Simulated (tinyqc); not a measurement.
Worked calculation: CIS on RHF in the sto-6g basis, frozen core, for H2F+, spin multiplicity 1. One step of it, computed by the program tinyqc.

Question. CIS triplet states. Diagonalise A (1 hartree = 27.211386 eV); each vector has its largest component positive (the first on a tie).

CIS matrix A, triplet (hartree):
```
           2>6        2>7        3>6       3>7        4>6        4>7       5>6       5>7
2>6   1.480865  -0.003880  -0.031068  0.089136  -0.068277  -0.006984  0.000000  0.000000
2>7  -0.003880   1.606122   0.089136  0.038301  -0.006984  -0.009580  0.000000  0.000000
3>6  -0.031068   0.089136   0.628111  0.003704  -0.018724   0.041582  0.000000  0.000000
3>7   0.089136   0.038301   0.003704  0.733829   0.041582   0.015428  0.000000  0.000000
4>6  -0.068277  -0.006984  -0.018724  0.041582   0.528843   0.008810  0.000000  0.000000
4>7  -0.006984  -0.009580   0.041582  0.015428   0.008810   0.645300  0.000000  0.000000
5>6   0.000000   0.000000   0.000000  0.000000   0.000000   0.000000  0.482041  0.001776
5>7   0.000000   0.000000   0.000000  0.000000   0.000000   0.000000  0.001776  0.597552
```

Give: triplet excitation energies; lowest vectors.

Answer.

triplet excitation energies (eV): 13.116  13.824  16.099  16.261  18.330  20.064  40.721  43.973

lowest vectors:
```
     state 1  state 2  state 3  state 4  state 5  state 6
2>6    0.000    0.091   -0.008    0.000    0.042   -0.088
2>7    0.000   -0.005   -0.078    0.000   -0.043   -0.045
3>6    0.000    0.215    0.755    0.000    0.609    0.067
3>7    0.000   -0.206    0.132    0.000   -0.194    0.942
4>6    0.000    0.945   -0.205    0.000   -0.106    0.222
4>7    0.000   -0.098   -0.604    0.000    0.760    0.221
5>6    1.000    0.000    0.000    0.015    0.000    0.000
5>7   -0.015    0.000    0.000    1.000    0.000    0.000
```
